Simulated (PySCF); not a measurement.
## Scan of [AlH2···H···H], doublet

All five atoms lie in one plane.

Starting geometry:

```xyz
5

Al   -0.0857    0.0000    0.0000
H    -0.8787    1.3734    0.0000
H    -0.8787   -1.3734    0.0000
H     1.5001    0.0000    0.0000
H     2.5523    0.0000    0.0000
```

From there atom H4 is moved from one fragment to the other while all else, the fragments' distance too, stays fixed; atoms are numbered as listed. Energies are in eV, counted from the starting geometry at the same level.

Basis 6-31G; PySCF 2.14.0. Correlated methods freeze the noble-gas cores. R marks a restricted (for open shells ROHF) determinant, U an unrestricted one.

Full CI is exact within this basis and frozen core; it isn't the basis-set limit. The frozen core follows each run's orbitals, which can shift R against U totals by a few meV.

```json
{"distance Al1-H4 (Å)": "1.475", "full CI": "0.240", "unpaired electrons (full CI)": "1.02", "error RHF": "-0.125", "error RCCSD": "-0.004", "error UCCSD": "-0.003", "error RCCSD(T)": "-0.001", "error UCCSD(T)": "-0.001", "error UCCSDT": "0.000"}
{"distance Al1-H4 (Å)": "1.586", "full CI": "0.000", "unpaired electrons (full CI)": "1.02", "error RHF": "0.000", "error RCCSD": "0.000", "error UCCSD": "0.000", "error RCCSD(T)": "0.000", "error UCCSD(T)": "0.000", "error UCCSDT": "0.000"}
{"distance Al1-H4 (Å)": "1.630", "full CI": "-0.081", "unpaired electrons (full CI)": "1.02", "error RHF": "0.052", "error RCCSD": "0.001", "error UCCSD": "0.001", "error RCCSD(T)": "0.000", "error UCCSD(T)": "0.000", "error UCCSDT": "0.000"}
{"distance Al1-H4 (Å)": "1.674", "full CI": "-0.163", "unpaired electrons (full CI)": "1.02", "error RHF": "0.095", "error RCCSD": "0.002", "error UCCSD": "0.002", "error RCCSD(T)": "0.000", "error UCCSD(T)": "0.001", "error UCCSDT": "0.000"}
{"distance Al1-H4 (Å)": "1.717", "full CI": "-0.247", "unpaired electrons (full CI)": "1.02", "error RHF": "0.119", "error RCCSD": "0.001", "error UCCSD": "0.002", "error RCCSD(T)": "0.000", "error UCCSD(T)": "0.001", "error UCCSDT": "0.000"}
{"distance Al1-H4 (Å)": "1.761", "full CI": "-0.333", "unpaired electrons (full CI)": "1.02", "error RHF": "0.122", "error RCCSD": "0.000", "error UCCSD": "0.002", "error RCCSD(T)": "0.000", "error UCCSD(T)": "0.000", "error UCCSDT": "0.000"}
{"distance Al1-H4 (Å)": "1.805", "full CI": "-0.414", "unpaired electrons (full CI)": "1.02", "error RHF": "0.109", "error RCCSD": "0.000", "error UCCSD": "0.001", "error RCCSD(T)": "-0.001", "error UCCSD(T)": "0.000", "error UCCSDT": "0.000"}
{"distance Al1-H4 (Å)": "1.849", "full CI": "-0.477", "unpaired electrons (full CI)": "1.02", "error RHF": "0.086", "error RCCSD": "-0.001", "error UCCSD": "0.000", "error RCCSD(T)": "-0.001", "error UCCSD(T)": "0.000", "error UCCSDT": "0.000"}
{"distance Al1-H4 (Å)": "1.893", "full CI": "-0.507", "unpaired electrons (full CI)": "1.02", "error RHF": "0.058", "error RCCSD": "-0.002", "error UCCSD": "-0.001", "error RCCSD(T)": "-0.001", "error UCCSD(T)": "-0.001", "error UCCSDT": "-0.001"}
```

Unpaired electrons are Σ n²(2−n)² over natural occupations. Errors are those of relative energies. In total energy the starting point itself misses full CI by: RHF 1.933, RCCSD 0.034, UCCSD 0.033, RCCSD(T) 0.012, UCCSD(T) 0.012, UCCSDT 0.001 eV.

Spread of the error over the points with a reference, to 1.893 Å (largest less smallest): UCCSDT 0.001, RCCSD(T) 0.002, UCCSD(T) 0.002, UCCSD 0.005, RCCSD 0.005, RHF 0.247 eV.
